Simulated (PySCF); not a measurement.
Geometry:
```
atom   x (Å)   y (Å)   z (Å)
 Si1   0.000   0.007  -0.659
  N2   0.089   0.171   1.064
  H3   0.713  -0.440   1.579
  H4  -0.768   0.315   1.587
  H5   1.397  -0.002  -1.188
  H6  -0.752   1.178  -1.201
  H7  -0.678  -1.229  -1.183
```

PySCF 2.14 calculation with GIAO B3LYP/pcSseg-1 shieldings and PBE0-D3(BJ)/def2-SVP structure; no solvent model, a single conformation, no relativistic terms, equivalent nuclei averaged.

δ = σ(ref) − σ, references computed at the same level: TMS for ¹H, ²⁹Si; NH3 for ¹⁵N.

```
   atoms  nucleus  count  δ (ppm)
     Si1     ²⁹Si      1        ?
   H3/H4       ¹H      2        ?
      N2      ¹⁵N      1     -0.5
H5/H6/H7       ¹H      3     4.57
```

Complete the table.

Results:


- H3/H4: -0.33 ppm, hydrogen on a nitrogen bonded to Si
- Si1: -58.2 ppm, silicon bonded to N, 3 H

The OH or NH signal is concentration- and solvent-dependent in practice; the value given is the gas-phase one. Experimental scales use liquid or dissolved standards, which lie at an offset from isolated NH3 (liquid NH3: subtract about 20 ppm).
